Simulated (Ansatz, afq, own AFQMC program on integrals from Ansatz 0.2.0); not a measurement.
Integrals from Ansatz 0.2.0, then the random walk in our own AFQMC program (afq).

```yaml
crystal:
  periodic: [false, false, false]
  atoms:
    - {symbol: O, position_ang: [0.000000, 0.000000, 0.000000]}
    - {symbol: O, position_ang: [0.000000, 0.000000, 1.318000]}
basis:
  gaussian: {orbitals: 6-31G}
magnetization: {spin_polarized: false}
correlation: {method: ccsd_t, electrons: outside_noble_gas, hamiltonian_folder: ham}
```

```sh
$ ansatz run in.yaml --threads 1 --pin off --events-out ev --progress --plain --max-ram 24576MiB --backend cuda --devices 0, --max-vram 18GiB
```

Options of the walk:

```
--method phaseless --trial cisd --walkers 4000 --populations 20 --least-time 60 --time-step 0.005 --steps-per-block 50 --equilibration-blocks 28 --max-blocks 4000 --target-error 0.00021 --factor-cut 1e-05 --seed 2606 --release-times 0.24,0.51,0.99,1.62,2.4 --release-step 0.03 --release-every 3 --taylor-order 6
```

Times are imaginary, in 1/Eh. The walk had a cap of 122 s. With eight or more populations the least sampling time is a fifth of least-time, and the error comes from their spread.

afq prints:

```
orbitals 16  electrons 6 6  factors 88 of 155
reference energy -149.44211243 Eh
CCSD correlation -0.28977368 Eh in 14 cycles, weight of the determinant in the CISD state 0.8646
energy of the start -149.731923 Eh
 block  time / (1/Eh)  mean weight  energy / Eh
     1     0.250  0.9999  -149.728621
     2     0.500  1.0000  -149.732832
     3     0.750  1.0002  -149.739434
     4     1.000  0.9999  -149.741477
     5     1.250  1.0001  -149.743024
     7     1.750  1.0001  -149.744924
     9     2.250  1.0000  -149.749161
    15     3.750  1.0002  -149.747784
    29     7.250  1.0001  -149.746178
    43    10.750  1.0001  -149.743960
    57    14.250  0.9999  -149.745542
    71    17.750  0.9999  -149.746499
    85    21.250  1.0002  -149.744442
    99    24.750  0.9996  -149.745944
   113    28.250  1.0004  -149.747156
   127    31.750  1.0003  -149.749682
   141    35.250  1.0000  -149.749441
   155    38.750  1.0002  -149.749113
   169    42.250  1.0002  -149.745604
   183    45.750  0.9998  -149.750827
   197    49.250  0.9998  -149.746769
   211    52.750  0.9999  -149.746849
   225    56.250  1.0003  -149.748715
   239    59.750  1.0003  -149.745746
   253    63.250  0.9999  -149.752594
   267    66.750  1.0001  -149.747206
   281    70.250  1.0003  -149.744929
   295    73.750  1.0000  -149.750833
   302    75.500  0.9999  -149.749885
error from the spread of 20 populations
released: time / (1/Eh)  energy / Eh  error  mean overlap
  0.24  -149.748819  0.000156  1.0005
  0.51  -149.749489  0.000142  1.0018
  0.99  -149.750118  0.000293  1.0036
  1.62  -149.750382  0.000171  1.0043
  2.40  -149.750210  0.000234  1.0043
energy -149.748067 +/- 0.000204 Eh
(rows thinned)
```

The run passed its tests (sampling time, drift between the halves within three errors, error under three times the target), which doesn't prove that it has relaxed. The second half of the sampling lies below the first by 2.1 errors of their difference, so the energy may still be moving and its error bar be too small.

Against this walk (error 5.6 meV) on the same determinant: CCSD(T) 103.3 meV higher, CCSDT(Q) 193.1 meV lower, CCSDTQ 148.5 meV lower, full CI 168.1 meV lower. The error is statistical and leaves out the bias of the constraint. Released to 2.40 1/Eh the energy lies 58 ± 8 meV (both errors) below the phaseless value, which shows part or all of the bias of the constraint, and full CI lies 109.8 meV below the released value. Full CI is exact here, so the walk's 168 meV above it is the walk's own error: the bias of the constraint with this trial, or a walk that hasn't relaxed. The determinant is a poor start (see the cautions), so the low cluster orders aren't to be relied on, and full CI is the sure value.

Cautions: constraint bias not in the error; another spin lies lower; restricted determinant unstable towards unrestricted (UHF 2.09 eV lower, ⟨S²⟩ 1.02); (Q) is large, 217 meV, so the cluster series hasn't closed; CCSD(T) is in doubt: in a space of 8 electrons in 8 natural orbitals full CI lies 99 meV below it; the CCSDT(Q) amplitudes may be one of several solutions (largest double 0.63); the CCSDTQ amplitudes may be one of several solutions (largest double 0.95); the released energy hasn't reached full CI (110 meV above it at 2.40 1/Eh); the determinant fills πx and πy unequally, so it mixes two states of the linear molecule, and each level undoes that mixture to a different degree, while full CI gives the lower state; CCSDTQ on the UHF determinant differs (1.06 eV lower), perhaps since the unrestricted series falls towards higher spin.

The walk took 51 s on 1 × NVIDIA H100 80GB HBM3 with 2 threads of AMD EPYC 7R13 Processor (Zen 3), with other jobs on the host (the card was shared). The log's last line is the phaseless energy.

CCSDT and higher add their correlation energy to the determinant of the CCSD(T) run, since their own runs factorise the integrals more tightly (a shift of under 2 meV).
